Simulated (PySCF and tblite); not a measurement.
C3H5Cl, numbered as in [CH2:1]=[CH:2][CH2:3][Cl:4]. Level: PBE0-D3(BJ)/def2-TZVP//PBE0-D3(BJ)/def2-SVP, thermal terms from GFN2-xTB, symmetry numbers and mirror pairs counted. Conformers within 4 kcal/mol (GFN2-xTB free energy) were kept, 5 at most. GIAO shieldings: PBE0/pcSseg-1. Shifts are against TMS (¹H), TMS (¹³C) at the same level; of two unlike H on one atom, a is the less shielded. Codes: tblite and PySCF.

Torsions listed: C1–C2–C3–Cl4. Of a mirror pair one member is shown.

Two conformers hold nearly all the population. I: 120°; δ(H1a) = 5.52 ppm. II: 0°; δ(H1a) = 6.01 ppm. The average over the ensemble at 298.15 K is 5.65 ppm.

(1) What populations and free-energy difference follow from a two-state model?

Answers

(1) p(I) = (5.65 − 6.01)/(5.52 − 6.01) = 0.73, so K = p(II)/p(I) = 0.36 and G(II) − G(I) = −RT ln K = 0.60 kcal/mol. One of the two counts twice, as a mirror pair, which this difference holds. The weights computed directly are 73.9 % and 26.1 %.
